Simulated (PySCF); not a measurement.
**SiF₂ + H₂O → SiO + 2 HF**

Level: PBE in the def2-TZVP basis family, all electrons, no relativity, computed in PySCF with density fitting; open shells unrestricted.

```
species                             state and structure  ZPE (kJ/mol)  H(298 K) − H(0) (kJ/mol)  S° (J/(mol K))
   SiF₂  singlet, C2v, Si–F 1.624 Å (×2); F–Si–F 101.1°          11.6                      11.4           258.0
    H₂O    singlet, C2v, O–H 0.971 Å (×2); H–O–H 104.3°          54.3                       9.9           189.0
    SiO                      singlet, C∞v, Si–O 1.530 Å           7.2                       8.7           211.8
     HF                       singlet, C∞v, H–F 0.932 Å          23.8                       8.7           173.9
```

Q: Is the gas-phase reaction uphill or downhill in electronic energy at this level, and by how much?

A: At PBE/def2-TZVP, ΔE = 236.7 kJ/mol, uphill. Hydrolysis steps of this kind drive oxide growth by atomic layer deposition.

Q: Add zero-point, thermal and entropy terms for 298.15 K and 1 bar.

A: ΔZPE = -11.1 and Δ[H(298) − H(0)] = 4.8 kJ/mol give ΔH° = 230.4 kJ/mol. ΔS° = 112.6 J/(mol K), so ΔG° = 230.4 − 298.15 × (0.1126) = 197 kJ/mol. ΔG° would change sign near 2050 K if ΔH° and ΔS° stayed fixed.

The structures come from searches over a few start shapes, so lower isomers are not excluded.
